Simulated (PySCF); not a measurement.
# C6H7: the cost of one run

Computed with PySCF 2.14.0, with density-fitted response routines of our own, on a single molecule in the gas phase. Atoms are numbered from 0 throughout.

**1. The starting structure**

13 atoms, charge 1, multiplicity 1; geometry from: GFN2-xTB. The atoms were then displaced at random by about 0.03 Å, so the start is not that level's minimum.

Bonds of the start (Å): C0–C1 1.36, C1–C2 1.40, C2–C3 1.35, C3–C4 1.41, C4–C5 1.37, C5–C0 1.51, C0–H6 1.08, C1–H7 1.11, C2–H8 1.06, C3–H9 1.17, C3–H10 1.20, C4–H11 1.08, C5–H12 1.08.

**2. Geometry optimisation at PBE0-D3(BJ)/def2-SVP**

What the job is given:

```
{"job": {"xc": "PBE0", "basis": "def2-SVP", "d3": "d3bj", "grid": 1, "shake": 0.03, "kind": "geom"}, "charge": 1, "multiplicity": 1}
C      1.488360     0.363580    -0.249080
C      1.124710    -0.938720    -0.155290
C     -0.201950    -1.345720     0.062150
C     -1.127530    -0.370540     0.218830
C     -0.879250     1.007760     0.047690
C      0.410740     1.423050    -0.164810
H      2.476490     0.747370    -0.433720
H      1.985170    -1.629890    -0.264930
H     -0.379560    -2.374680     0.234800
H     -2.065180    -0.644260    -0.420820
H     -1.763340    -0.540770     1.224300
H     -1.638430     1.768680     0.181700
H      0.591630     2.483020    -0.294090
```

The run is started by

```console
OMP_NUM_THREADS=1 python probes_run.py task.json out
```

This one command runs all jobs of the session in turn.

Q: Estimate the wall time and peak memory of this first job on 1 thread of Intel Xeon 6975P-C, shared host.

About 31 s, with a peak of 0.49 GiB.
